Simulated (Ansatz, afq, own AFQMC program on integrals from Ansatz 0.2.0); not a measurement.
AFQMC, coupled cluster and functionals along a coordinate of GeH2O, singlet

| atom | x (Å) | y (Å) | z (Å) |
| --- | --- | --- | --- |
| Ge | 0.0000 | -0.0451 | 0.3362 |
| O | 0.0000 | 0.1518 | -1.4436 |
| H | 0.0000 | 1.5359 | 0.5766 |
| H | 0.0000 | -0.6985 | -1.8920 |

The Ge1–O2 distance is changed with both sides rigid. Energies in eV count from this geometry (1.791 Å) at the same level; the start stands on RHF, each point on the determinant named.

Basis cc-pVDZ. Only valence electrons are correlated. AFQMC by an in-house program on the Cholesky factors that Ansatz 0.2.0 writes for its CCSD(T) run. ph-AFQMC/CISD is guided by a CISD state made of CCSD amplitudes; releasing the constraint for a short imaginary time cuts its bias at the price of noise, slowly where states lie close. Error bars are statistical, one sigma. No spin–orbit coupling.

Cautions, each for one point or more: (Q) is large, so the cluster series hasn't closed; cluster runs in doubt by the program's own checks; higher spins were not checked; inner d shell frozen; no relativity below Rb; no spin-orbit coupling; raised T1 diagnostic; released walk and highest rung disagree; restricted determinant unstable towards unrestricted; strong correlation.

```tsv
r(Ge1–O2) / Å	det.	T1	weight	r2SCAN	HF	CCSD(T)
1.408	RHF	0.013	0.89	4.047	3.969	4.258
2.178	RHF	0.034	0.86	0.923	1.151	0.906
2.914	RHF¶	0.057	0.78	3.309§	4.077	3.248
```

(1) Estimate the curve of phaseless AFQMC with a CISD trial, counted from the same start.

Results:

(1) 
```json
{"r(Ge1–O2) / Å": "1.408", "det.": "RHF", "T1": "0.013", "weight": "0.89", "ph-AFQMC/CISD": "4.256 ± 0.021", "released AFQMC": "4.300 ± 0.031*"}
{"r(Ge1–O2) / Å": "2.178", "det.": "RHF", "T1": "0.034", "weight": "0.86", "ph-AFQMC/CISD": "0.869 ± 0.031", "released AFQMC": "0.994 ± 0.054*"}
{"r(Ge1–O2) / Å": "2.914", "det.": "RHF¶", "T1": "0.057", "weight": "0.78", "ph-AFQMC/CISD": "3.375 ± 0.038", "released AFQMC": "3.302 ± 0.070*"}
```

Weight is that of the determinant in the CISD state; at the start T1 is 0.021 and the weight 0.88. ¶ marks points with a poor determinant and no full CI, where no value is sure; they don't count among the departures. An asterisk marks released energies that aren't shown to be converged. § marks a functional whose ⟨S²⟩ is too high by over 0.1. Largest departures from phaseless AFQMC with a CISD trial: CCSD(T) 0.037 eV at 2.178 (on RHF) (within the noise), r2SCAN -0.210 eV at 1.408, HF -0.287 eV at 1.408 (on RHF). The walk's constraint bias lies outside its error bars, so these are departures and not errors. Functionals count only at points shown to share the start's state and spin. In this small basis the wave-function levels are far from their limit, so their gap to the functionals isn't the functionals' error.

A walk keeps the symmetry of its determinant, which the program's search chose and which needn't be the lowest solution, so a lower state of the same spin and another symmetry isn't excluded.
